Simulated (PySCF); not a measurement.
EPR parameters of C4H7OS

Compound: C4H7OS (doublet state).
Geometry (GFN2-xTB, Å), atoms numbered from 1 in this order:
```
atom  x, y, z in Å
C1    -1.7697   -0.1826   -0.0138
C2    -0.3063   -0.2697   -0.2326
C3     0.5128    0.7697   -0.8899
S4     1.5933    0.8563    0.6653
O5     2.9984    0.6441    0.3419
C6     0.6579   -0.7900    0.7585
H7    -2.1488    0.8066   -0.2712
H8    -2.0259   -0.4074    1.0220
H9    -2.3024   -0.9054   -0.6402
H10    1.1642    0.4202   -1.6923
H11    0.0102    1.6876   -1.1904
H12    0.2653   -1.0766    1.7328
H13    1.3466   -1.5524    0.3921
```

Identity: `C[C]1CS(=O)C1` [radical].

Method used: UKS B3LYP, pcH-1 on C H O S, non-relativistic, mean-field spin-orbit, GIAO in PySCF 2.14.0. The structure is a single GFN2-xTB conformer in the gas phase; no vibrational or solvent corrections. GFN2-xTB frequencies show an imaginary mode (88i cm⁻¹), so this geometry is no minimum at that level. A GFN2-xTB geometry isn't a minimum of the functional, and hyperfine couplings can be far from their values at a DFT geometry. No stability test was run, so a lower SCF solution isn't excluded.

```json
{
 "g1, g2, g3": "1.99589, 2.00317, 2.00387",
 "g_iso": "2.00098",
 "Form of g": "close to axial: the two nearest values differ by 9 % of g3 − g1",
 "⟨S²⟩": "0.7557 (exact 0.7500)",
 "α and β electrons": "28, 27",
 "HOMO–LUMO gap, α and β orbitals": "5.18, 4.61 eV"
}
```

Hyperfine couplings atom by atom, in MHz; T1 to T3 are the principal values of the dipolar part:

```tsv
atom	isotope	a_iso	of which spin–orbit	T1	T2	T3	Mulliken spin population
C1	13C	-27.4	0.0	-2.4	0.2	2.2	-0.07
C2	13C	124.6	-0.1	-73.3	-72.7	146.0	0.88
C3	13C	-31.4	0.0	-3.3	-0.4	3.7	-0.08
S4	33S	14.7	-0.3	-10.4	-8.9	19.3	0.09
O5	17O	-1.0	-0.1	-17.9	6.8	11.1	0.04
C6	13C	-31.3	0.0	-3.3	-0.4	3.7	-0.08
H7	1H	37.0	0.0	-4.0	-3.4	7.4	0.02
H8	1H	38.1	0.0	-4.0	-3.4	7.4	0.02
H9	1H	129.8	0.0	-5.6	-3.6	9.2	0.05
H10	1H	119.6	0.0	-4.8	-3.6	8.4	0.05
H11	1H	33.1	0.0	-3.8	-2.8	6.6	0.02
H12	1H	33.1	0.0	-3.8	-2.8	6.6	0.02
H13	1H	119.3	0.0	-4.8	-3.6	8.4	0.05
```

Largest spin populations (Mulliken): C2 (+0.88), S4 (+0.09), C3 (-0.08) and C6 (-0.08). C2 is the only atom above +0.15. The angles at C2 add up to 350.0°, so it is slightly pyramidal.

Under fast tumbling the dipolar parts average out, and these isotropic splittings remain: 2 × 1H (H10/H13, I = 1/2, 3 lines) with 4.27 mT, 3 × 1H (H7/H8/H9, I = 1/2, 4 lines) with 2.44 mT and 2 × 1H (H11/H12, I = 1/2, 3 lines) with 1.18 mT.

Nuclei that the bonding pattern makes equivalent are averaged, as if the motion that swaps them (rotation, inversion, ring flip) were fast. The three 1H nuclei of mean +68.3 MHz run from 37.0 to 129.8 MHz in the frozen geometry.

The 33S coupling of S4 (14.7 MHz) shows only in satellite lines or after enrichment, since that isotope makes up about 0.76 % of natural sulfur.

The 13C coupling of C2 (124.6 MHz) shows only in satellite lines or after enrichment, since that isotope makes up about 1.07 % of natural carbon.

β density exceeds α density at some nuclei, such as C3/C6 (-0.0279) and C1 (-0.0243), spin density in bohr⁻³. In a single determinant that takes different orbitals for the two spins, that is spin polarisation.
